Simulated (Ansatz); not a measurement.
**CH₅Al (built from SMILES [CH3][AlH2]): functionals against CCSD(T) at one geometry**

An exercise on one series of results from a longer session: the logs are not shown, and one member is left open.

The runs use Ansatz 0.2.0, Gaussian basis; single points in def2-TZVPP.

Correlated methods freeze the cores.

## Where the work starts

7 atoms, charge 0, spin multiplicity 1.

Atoms are counted from 1 here; the program's logs count them from 0.

Bond lengths: Al1–C2 2.310 Å, Al1–H3 1.972 Å, Al1–H4 1.646 Å, Al1–H6 1.864 Å, C2–H5 1.078 Å, C2–H6 1.144 Å, C2–H7 1.066 Å. Angles: C2–Al1–H3 36.7°, C2–Al1–H4 75.3°, C2–Al1–H6 29.4°, H3–Al1–H4 85.1°, H3–Al1–H6 64.3°, H4–Al1–H6 83.7°, Al1–C2–H5 136.1°, Al1–C2–H6 53.2°, Al1–C2–H7 111.6°, H5–C2–H6 108.9°, H5–C2–H7 112.0°, H6–C2–H7 116.3°, Al1–H6–C2 97.4°.

Geometry (Å):

```xyz
7
CH5Al
Al    0.1288    0.3328    1.6596
C     0.1966   -0.2710   -0.5686
H     0.7892    0.8932   -0.1121
H    -1.3571    0.7298    1.0743
H     0.9317   -0.6846   -1.2397
H     0.0789   -0.9712    0.3282
H    -0.7004    0.0007   -1.0771
```

The first run:

run/in.yaml reads:

```yaml
crystal:
  periodic: [false, false, false]
  atoms:
    - {symbol: Al, position_ang: [0.128800, 0.332800, 1.659600]}
    - {symbol: C, position_ang: [0.196600, -0.271000, -0.568600]}
    - {symbol: H, position_ang: [0.789200, 0.893200, -0.112100]}
    - {symbol: H, position_ang: [-1.357100, 0.729800, 1.074300]}
    - {symbol: H, position_ang: [0.931700, -0.684600, -1.239700]}
    - {symbol: H, position_ang: [0.078900, -0.971200, 0.328200]}
    - {symbol: H, position_ang: [-0.700400, 0.000700, -1.077100]}
basis:
  gaussian: {orbitals: def2-TZVPP}
correlation: {method: ccsd_t}
output: {forces: true}
```

The command line of these runs was not kept.

Among the steps run: CCSD(T)/def2-TZVPP; PBE0-D4/def2-TZVPP; wB97M-V/def2-TZVPP; r2SCAN-D4/def2-TZVPP; PBE-D4/def2-TZVPP; BLYP-D4/def2-TZVPP; SPW92/def2-TZVPP.

One table of the session follows, with a row left open; its other results are not shown here.

| method | RMS force component (eV/Å) | angle to CCSD(T) forces (°) | dipole (D) |
| --- | --- | --- | --- |
| CCSD(T) | 1.230 | reference | 3.24 |
| PBE0-D4 | 1.224 | 2.7 | 3.18 |
| wB97M-V | 1.255 | 1.7 | 3.11 |
| r2SCAN-D4 | 1.164 | 4.0 | 3.24 |
| PBE-D4 | 1.149 | 6.9 | 3.02 |
| BLYP-D4 | ? | ? | ? |
| SPW92 | 1.159 | 9.8 | 2.93 |

Q: Estimate the row for BLYP-D4 from the others.

**Answer.** RMS force component (eV/Å): 1.140; angle to CCSD(T) forces (°): 5.4; dipole (D): 2.96. In the column «RMS force component (eV/Å)» it is the lowest.
